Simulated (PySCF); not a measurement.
Cyanoformamide, C2H2N2O.
SMILES: `N#CC(N)=O`

Torsions of this conformer, `[N:1]#[C:2][C:3]([NH2:4])=[O:5]`: H–N4–C3–C2 180°, H–N4–C3–C2 0°.

The closed-shell ground state was solved at several levels (PySCF, density fitting, gas phase, non-relativistic). Geometry: PBE0-D3(BJ)/def2-SVP; no solvent, vibrations or thermal averaging.

```
              level  basis functions  HOMO (eV)  LUMO (eV)  gap (eV)  dipole (D)
    CAM-B3LYP/pcJ-1              155     -10.29      -0.44      9.85        4.74
  wB97X-D/def2-SVPD              119     -10.88      -0.01     10.87        4.76
      PBE0/pcSseg-2              208      -8.88      -1.76      7.12        4.73
          LDA/pcJ-1              155      -7.29      -2.86      4.43        4.81
        B3LYP/pcJ-0               71      -8.29      -1.73      6.56        4.66
        B3LYP/pcJ-2              303      -8.62      -2.01      6.61        4.72
    B3LYP/def2-TZVP              167      -8.56      -1.95      6.61        4.72
    BHandHLYP/pcJ-1              155     -10.36      -0.53      9.83        4.78
B3LYP/aug-cc-pVTZ-J              270      -8.62      -2.06      6.56        4.68
        B3LYP/pcJ-1              155      -8.52      -1.86      6.66        4.73
      B3LYP/cc-pVTZ              178      -8.48      -1.85      6.63        4.68
```

(1) Estimate the row for B97-2/pcJ-1, a basis of 155 functions; the other rows only guide the guess.

(2) Over all these levels, which gives the widest orbital gap and which the narrowest?

(3) How much does the basis alone move the frontier levels among the 6 B3LYP rows?

(4) In the pcJ-1 basis, how does the gap go with the fixed share of exact exchange?

(5) How far do the dipole and the HOMO energy spread over the levels?

Results:

(1) HOMO -8.52 eV, LUMO -1.71 eV, gap 6.81 eV, dipole 4.74 D.

(2) wB97X-D/def2-SVPD (range-separated hybrid) has the widest, 10.87 eV, and LDA/pcJ-1 (LDA) the narrowest, 4.43 eV. Functional and basis both differ between the two, so the spread mixes both effects.

(3) The HOMO by 0.33 eV and the LUMO by 0.33 eV. By rising basis size (HOMO, LUMO in eV): pcJ-0 -8.29, -1.73; pcJ-1 -8.52, -1.86; def2-TZVP -8.56, -1.95; cc-pVTZ -8.48, -1.85; aug-cc-pVTZ-J -8.62, -2.06; pcJ-2 -8.62, -2.01.

(4) LDA (0 %) 4.43 eV; B3LYP (20 %) 6.66 eV; B97-2 (21 %) 6.81 eV; BHandHLYP (50 %) 9.83 eV. Each rise in the share widens the gap here.

(5) The dipole runs from 4.66 to 4.81 D (mean 4.73 D) and the HOMO from -10.88 to -7.29 eV.
